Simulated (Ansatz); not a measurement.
**C₅H₁₀O₂: small, medium and large basis sets**

How large a basis does C₅H₁₀O₂ need? Two functionals are run in growing sets.

Method: one geometry, several basis sets; program: Ansatz 0.2.0, Gaussian basis.

The runs, in order: PBE0-D4/def2-SVP; ωB97M-V/def2-SVP; PBE0-D4/def2-QZVPP; ωB97M-V/def2-QZVPP; the functionals' def2-TZVPP values are taken from earlier runs.

2 further runs of the same task are left out: 2 set aside as unsound or not needed.

### Step 1. The relaxed structure

All runs share one geometry, relaxed beforehand with PBE0-D4 in a triple-zeta def2 set.

17 atoms, charge 0, spin multiplicity 1.

Atoms are counted from 1 here; the program's logs count them from 0.

Bond lengths: C1–C2 1.520 Å, C1–H8 1.090 Å, C1–H9 1.091 Å, C1–H10 1.091 Å, C2–O3 1.405 Å, C2–O7 1.405 Å, C2–H11 1.092 Å, O3–C4 1.414 Å, C4–C5 1.516 Å, C4–H12 1.100 Å, C4–H13 1.091 Å, C5–C6 1.516 Å, C5–H14 1.094 Å, C5–H15 1.094 Å, C6–O7 1.414 Å, C6–H16 1.091 Å, C6–H17 1.100 Å. Angles: C2–C1–H8 113.0°, C2–C1–H9 109.3°, C2–C1–H10 109.3°, H8–C1–H9 108.1°, H8–C1–H10 108.1°, H9–C1–H10 108.9°, C1–C2–O3 112.6°, C1–C2–O7 112.6°, C1–C2–H11 109.3°, O3–C2–O7 112.2°, O3–C2–H11 104.7°, O7–C2–H11 104.7°, C2–O3–C4 113.8°, O3–C4–C5 110.4°, O3–C4–H12 110.8°, O3–C4–H13 105.9°, C5–C4–H12 110.3°, C5–C4–H13 111.8° and more.

### Step 2. PBE0-D4 in def2-SVP

Input file in.yaml:

```yaml
crystal:
  periodic: [false, false, false]
  atoms:
    - {symbol: C, position_ang: [1.331262, -0.308489, 1.419652]}
    - {symbol: C, position_ang: [0.685238, -1.055811, 0.265050]}
    - {symbol: O, position_ang: [0.993479, -0.491578, -0.984652]}
    - {symbol: C, position_ang: [0.333927, 0.732983, -1.236562]}
    - {symbol: C, position_ang: [-1.165512, 0.564821, -1.089888]}
    - {symbol: C, position_ang: [-1.450587, -0.047692, 0.267194]}
    - {symbol: O, position_ang: [-0.698011, -1.231555, 0.440729]}
    - {symbol: H, position_ang: [0.968992, 0.714960, 1.521167]}
    - {symbol: H, position_ang: [1.123906, -0.836441, 2.351719]}
    - {symbol: H, position_ang: [2.411047, -0.273246, 1.267010]}
    - {symbol: H, position_ang: [1.090082, -2.069157, 0.219402]}
    - {symbol: H, position_ang: [0.697684, 1.518696, -0.558423]}
    - {symbol: H, position_ang: [0.612806, 1.020497, -2.251503]}
    - {symbol: H, position_ang: [-1.672884, 1.528607, -1.191637]}
    - {symbol: H, position_ang: [-1.534594, -0.102093, -1.874109]}
    - {symbol: H, position_ang: [-2.496908, -0.339923, 0.368957]}
    - {symbol: H, position_ang: [-1.229925, 0.675430, 1.065905]}
basis:
  gaussian: {orbitals: def2-SVP}
hamiltonian: {xc: pbe0, dispersion: d4}
output: {orbitals: {seedname: orbitals}}
```

Command:

```
$ ansatz run in.yaml --threads 2 --pin off --events-out ev --progress --plain --max-ram 32768MiB --backend cpu
```

After this run come: ωB97M-V in def2-SVP; PBE0-D4 in def2-QZVPP; ωB97M-V in def2-QZVPP.

Before running them: what should the planned runs give, taken together? Wanted: PBE0-D4: double and triple zeta above quadruple; ωB97M-V: double and triple zeta above quadruple.

**Answer**, as computed:

```
                                       quantity           value
PBE0-D4: double and triple zeta above quadruple  11.09, 0.52 eV
ωB97M-V: double and triple zeta above quadruple  11.52, 0.50 eV
```

PBE0-D4 gains 10.57 eV from double to triple zeta, then 0.52 eV more. These are total energies; as a rule much of such shifts cancels in differences, which this series doesn't test. The LUMO of ωB97M-V is positive and keeps falling with the basis (3.38 to 1.83 eV): an unbound level that the basis holds in place.
